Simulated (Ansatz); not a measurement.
H3P, SMILES P, a composite energy at a relaxed geometry

With Ansatz 0.2.0 through its Python package.

Notebook, run cell by cell (the value of a cell's last expression is shown):

```python
import ansatz as az
import numpy as np
```

```python
BASIS = 'def2-SVP'
FUNCTIONAL = 'b3lyp'
VDW = 'd3bj'
```

```python
system = (
    az.Crystal.molecule()
    .atom('P', (0.34293, -0.32404, -0.32834))
    .atom('H', (0.6129, -0.03052, 1.00052))
    .atom('H', (-0.98013, -0.64115, -0.05564))
    .atom('H', (0.0243, 0.9957, -0.61653))
)
```

```python
job = (
    system.calculation()
    .basis(gaussian=BASIS)
    .functional(FUNCTIONAL, dispersion=VDW)
    .scf(lower_state_search='light')
)
symbols = [site.symbol for site in system.cartesian_sites]
start = np.array([site.position_ang for site in system.cartesian_sites], dtype=float)
r = job.relax(force_tolerance=0.01, max_steps=100).run().report
end = np.array(r['positions_ang'])
print('final positions (A) and the move of each atom')
for symbol, xyz, old in zip(symbols, end, start):
    print(f'{symbol:2s} {xyz[0]:10.5f} {xyz[1]:10.5f} {xyz[2]:10.5f}   {np.linalg.norm(xyz - old):7.4f}')
```

    final positions (A) and the move of each atom
    P     0.34888   -0.32924   -0.33568    0.0108
    H     0.63484   -0.03409    1.03403    0.0402
    H    -1.01246   -0.66734   -0.05731    0.0416
    H     0.02874    1.03066   -0.64102    0.0429

```python
minimum = az.Crystal.molecule()
for symbol, place in zip(symbols, end):
    minimum = minimum.atom(symbol, place.tolist())
at_minimum = minimum.calculation()
# MP2 extrapolated to the basis limit, plus the small-basis difference CCSD(T) - MP2
level = lambda method, basis: at_minimum.basis(gaussian=basis).correlation(method).run().report
small, large, cluster = level('mp2', 'cc-pVDZ'), level('mp2', 'cc-pVTZ'), level('ccsd_t', 'cc-pVDZ')
corr = lambda each: (each['free_energy_ev'] - each['reference_energy_ev']) / 27.211386246
mp2_limit = (27 * corr(large) - 8 * corr(small)) / 19
pieces = {'HF / cc-pVTZ': large['reference_energy_ev'] / 27.211386246, 'MP2 correlation, DZ-TZ limit': mp2_limit, 'CCSD(T) - MP2 / cc-pVDZ': corr(cluster) - corr(small)}
for name, value in pieces.items():
    print(f'{name:32s} {value:14.6f} Ha')
print(f'{"sum":32s} {sum(pieces.values()):14.6f} Ha')
print('T1 diagnostic', round(cluster['correlation']['coupled_cluster']['t1_diagnostic'], 4))
```

    HF / cc-pVTZ                        -342.486787 Ha
    MP2 correlation, DZ-TZ limit          -0.185303 Ha
    CCSD(T) - MP2 / cc-pVDZ               -0.032597 Ha
    sum                                 -342.704688 Ha
    T1 diagnostic 0.0107

Caveats:
- The settings weren't tested for convergence.
- The sum leaves out core correlation, relativity, the Hartree-Fock basis error and zero-point energy; a DZ-TZ extrapolation is rough.
- b3lyp holds the VWN-RPA fit, as in Gaussian; the form of ORCA and Turbomole is b3lyp5.
- Inner cores stay frozen, so this is valence correlation.
- For Al to Cl the sets with a tight d function, cc-pV(X+d)Z, are usual.
- An extrapolation from small basis sets is rough.
- Wall time of the script: 3.1 s on 1 thread of Arm Neoverse V1, with other jobs on the host, peak memory 0.17 GiB.

(A comment or docstring line of the script was reworded after the run, the code is as it ran; lines on the test bed's own set-up are left out of the output.)
